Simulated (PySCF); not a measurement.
Species: ClH₄PSi.
Numbering: `[PH2:1][SiH2:2][Cl:3]` (hydrogens: H4, H5 on P1; H6, H7 on Si2)

Geometry (PBE0-D3(BJ)/def2-SVP, Å), atoms numbered from 1 in this order:
```xyz
7
ClH4PSi angstrom
P     -0.144   -1.289   -1.811
Si    -2.203   -0.864   -0.990
Cl    -3.501   -2.312   -1.704
H      0.076   -2.372   -0.905
H      0.449   -0.322   -0.936
H     -2.651    0.466   -1.490
H     -2.275   -0.887    0.499
```

Computed, not measured: PBE0-D3(BJ)/def2-SVP geometry optimisation, gas phase (PySCF 2.14.0).

Take the most abundant isotopes and a rigid rotor. The values belong to one conformer with, in the numbering `[PH2:1][SiH2:2][Cl:3]`, H–P1–Si2–Cl3 -76° and -169°.

What are A, B and C (GHz)?

Ia = 43.40, Ib = 217.53, Ic = 251.15 u·Å²; 505379 MHz·u·Å²/I gives 11644, 2323 and 2012 MHz, that is A = 11.644, B = 2.3232, C = 2.0123 GHz.

What kind of rotor is it?

A near-prolate asymmetric top; Ray's κ = -0.935.

Is it planar, by Δ = Ic − Ia − Ib?

Not planar: Δ = Ic − Ia − Ib = -9.79 u·Å². For a rigid frame Δ = −2 Σ m c², so Σ m c² = 4.89 u·Å² lies off the ab plane: 4.81 from hydrogen and 0.09 from heavier atoms. The atom farthest from that plane is 1.32 Å away.

Give the other two planar moments, Paa and Pbb, and the rms extents of the mass along the axes.

Paa = Σ m a² = (Ib + Ic − Ia)/2 = 212.64 and Pbb = Σ m b² = (Ia + Ic − Ib)/2 = 38.51 u·Å². With the mass M = 97.95 u, the rms extents √(P/M) along a, b and c are 1.47, 0.63, 0.22 Å.

Which lines would a microwave search look for?

The dipole components are |μa| = 1.17 D, |μb| = 1.21 D, |μc| = 0.69 D. Intensities carry the squares of the components, which stand as 0.93 : 1.00 : 0.32 (a : b : c). Some lines, for components of 0.1 D or more:

| type | branch | J(Ka,Kc) | MHz | lower level (cm⁻¹) |
| --- | --- | --- | --- | --- |
| a | Q | 4(1,3) ← 4(1,4) | 3109 | 1.710 |
| a | R | 1(0,1) ← 0(0,0) | 4335 | 0.000 |
| c | Q | 3(1,3) ← 3(0,3) | 8577 | 0.866 |
| a | R | 3(0,3) ← 2(0,2) | 12976 | 0.434 |
| a | R | 3(1,2) ← 2(1,1) | 13468 | 0.766 |
| a | R | 4(2,3) ← 3(2,2) | 17336 | 2.132 |
| c | R | 2(1,1) ← 1(0,1) | 18614 | 0.145 |
| b | Q | 4(2,2) ← 4(1,3) | 27004 | 1.813 |
| c | Q | 3(2,2) ← 3(1,2) | 27502 | 1.215 |
| c | R | 4(1,3) ← 3(0,3) | 28391 | 0.866 |
| c | R | 2(2,1) ← 1(1,1) | 37256 | 0.456 |
| b | R | 3(2,2) ← 2(1,1) | 40970 | 0.766 |
| c | R | 3(2,1) ← 2(1,1) | 41008 | 0.766 |
| b | R | 4(2,2) ← 3(1,3) | 46818 | 1.153 |
| b | Q | 4(3,2) ← 4(2,3) | 47409 | 2.710 |

No frequency check. No vibrational averaging or centrifugal distortion is included, and the geometry carries the error of its method. Quadrupole hyperfine structure (35Cl) is left out.
